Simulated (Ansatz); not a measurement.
System: fcc Ni. Method: RPBE (Ansatz, a quantum-chemistry and plane-wave program, plane waves, PAW).

Numerical settings: plane-wave cutoff 520 eV, 26×26×26 k mesh, Fermi–Dirac smearing 0.05 eV, spin-polarised with parallel moments, scalar-relativistic PAW data made under PBE.

Computed points:

| V (Å³/atom) | E − E_lowest (meV/atom) |
|---|---|
| 10.542 | 25.41 |
| 10.766 | 10.83 |
| 10.991 | 2.60 |
| 11.215 | 0.00 |
| 11.439 | 2.42 |
| 11.663 | 9.31 |
| 11.888 | 20.16 |

**Question.** Fit the third-order Birch–Murnaghan equation and give B0 and B′.

**Answer.** V0 = 11.214 Å³/atom, B0 = 179 GPa, B′ = 4.9 (fit to the energies at full precision).

Measured, for comparison: bulk modulus 192 GPa (0 K value with the zero-point phonon effect removed, our sources range from 186 to 195; as tabulated in Mejia-Rodriguez and Trickey (2018), arXiv:1807.09216); equilibrium volume per atom 10.79 Å³/atom (static lattice: zero-point anharmonic expansion removed; as tabulated in Mejia-Rodriguez and Trickey (2018), arXiv:1807.09216). Computed (rounded) less measured: bulk modulus -7 % (-4 % to -8 % over the range), equilibrium volume per atom +3.9 %.
